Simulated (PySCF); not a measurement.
The numbers are results of ωB97X-D3(BJ)/def2-TZVP // PBE0-D3(BJ)/def2-TZVP (PySCF), not measurements. Isolated molecules, 0 K electronic values unless said otherwise. One relaxed conformer stands for a flexible species; it need not be the lowest. Excitations are Tamm–Dancoff values on a coarser integration grid. The basis has no diffuse functions, so Rydberg states are missing or too high.

Reference species (SMILES): `B(Cl)(Cl)Cl` (neutral, multiplicity 1).

- S1 excitation (TDA): 6.16 eV
- T1 excitation (TDA): 5.99 eV

Changed species: `OB(O)Cl` (H–O–B–Cl torsion 180°, Cl–B–O–H torsion 0°) (2 of 3 Cl replaced by OH; the reference has 0 of 3 Cl replaced by OH).

### Question
What does the change do to the S1 excitation (TDA) and T1 excitation (TDA)?

### Answer
the S1 excitation (TDA) increases by 2.68 eV, to 8.84 eV; the T1 excitation (TDA) rises by 2.56 eV, to 8.55 eV.
